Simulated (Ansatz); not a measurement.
# LiCl: a ladder of functionals and wavefunction methods

Aim: compute LiCl with functionals from several rungs and with coupled cluster. The yardstick is the atomisation energy at the CCSD(T) limit.

Method: functionals in def2-TZVPP, the program's frozen cores in correlated methods; program: Ansatz 0.2.0, Gaussian basis.

The runs, in order: LDA (SPW92), PBE-D4, revPBE-D4, BLYP-D4, r2SCAN-D4, B97M-V, PBE0-D4, B3LYP-D4, r2SCANh-D4, r2SCAN0-D4, HSE06-D4, BHLYP-D4, CAM-B3LYP-D4, LC-ωPBE, ωB97X-V, ωB97M-V, B2PLYP, PBE-QIDH; CCSD(T)/def2-SVP; CCSD(T)/def2-TZVPP; CCSD(T)/def2-QZVPP; extrapolation to the limit; RPA on PBE.

### 1 The geometry

An earlier PBE0-D4 in a triple-zeta def2 set relaxation fixed the geometry.

SMILES `[Li][Cl]`, 2 atoms, charge 0, spin multiplicity 1.

Atoms are counted from 1 here; the program's logs count them from 0.

Bond lengths: Li1–Cl2 2.014 Å.

### 2 LDA

This LDA is Slater exchange with PW92 correlation.

in.yaml

```yaml
crystal:
  periodic: [false, false, false]
  atoms:
    - {symbol: Li, position_ang: [0.871794, -0.336203, 0.432837]}
    - {symbol: Cl, position_ang: [-0.842294, 0.276003, -0.428737]}
basis:
  gaussian: {orbitals: def2-TZVPP}
hamiltonian: {xc: lda}
output: {orbitals: {seedname: orbitals}}
```

Launch:

```sh
$ ansatz run in.yaml --threads 2 --pin off --events-out ev --progress --plain --max-ram 32768MiB --backend cpu
```

The runs that follow: PBE-D4 (GGA); revPBE-D4 (GGA); BLYP-D4 (GGA); r2SCAN-D4 (meta-GGA); B97M-V (meta-GGA); B3LYP-D4 (hybrid); r2SCANh-D4 (hybrid); r2SCAN0-D4 (hybrid); HSE06-D4 (hybrid); BHLYP-D4 (hybrid); CAM-B3LYP-D4 (range-separated); LC-ωPBE (range-separated); ωB97X-V (range-separated); ωB97M-V (range-separated); B2PLYP (double hybrid); PBE-QIDH (double hybrid); CCSD(T) in def2-SVP; CCSD(T) in def2-TZVPP; CCSD(T) in def2-QZVPP; RPA on PBE orbitals.

**Question.** What will the summary of the whole plan be? Wanted: atomisation energy, CCSD(T)/CBS; farthest beyond LDA; mean size of error, GGA; mean size of error, meta-GGA; mean size of error, hybrid; mean size of error, range-separated; mean size of error, double hybrid; gap, smallest and largest; T1 diagnostic.

**Answer**, as computed:

| quantity | value |
| --- | --- |
| atomisation energy, CCSD(T)/CBS | 113.7 kcal/mol |
| functionals within 0.6 kcal/mol (0.5 %) | B97M-V, ωB97M-V |
| farthest beyond LDA | revPBE-D4 (-7.3 kcal/mol) |
| mean size of error, GGA | 5.6 kcal/mol |
| mean size of error, meta-GGA | 1.5 kcal/mol |
| mean size of error, hybrid | 4.9 kcal/mol |
| mean size of error, range-separated | 3.2 kcal/mol |
| mean size of error, double hybrid | 4.8 kcal/mol |
| gap, smallest and largest | 3.78 eV (BLYP-D4), 9.73 eV (LC-ωPBE) |
| T1 diagnostic | 0.0051 |
| triples share of the correlation energy | 3.2 % |

What this shows: The LDA atomisation energy is off by 6.7 kcal/mol (6 %): it overbinds. PBE-D4 is off by -4.3 kcal/mol. Double hybrids carry the basis error of their MP2 part in triple zeta, and no dispersion term here, so their miss is partly the set-up's. By mean error the best rung here is meta-GGA (1.5 kcal/mol) and the worst beyond LDA is GGA (5.6 kcal/mol). RPA and LDA stand outside this count. The reference freezes the cores and leaves out relativity and excitations past (T), so misses under about 0.6 kcal/mol can't be ranked. Hartree-Fock recovers 73 % of the binding; the rest is correlation. CCSD(T) in def2-SVP is off by -15.5 kcal/mol, more than most functionals: a good method in a small basis is no reference. The gap grows from 3.8 to 9.7 eV across the functionals, mostly with the share of exact exchange. Correlated methods include outer-core shells of Li, which these sets cover unevenly.
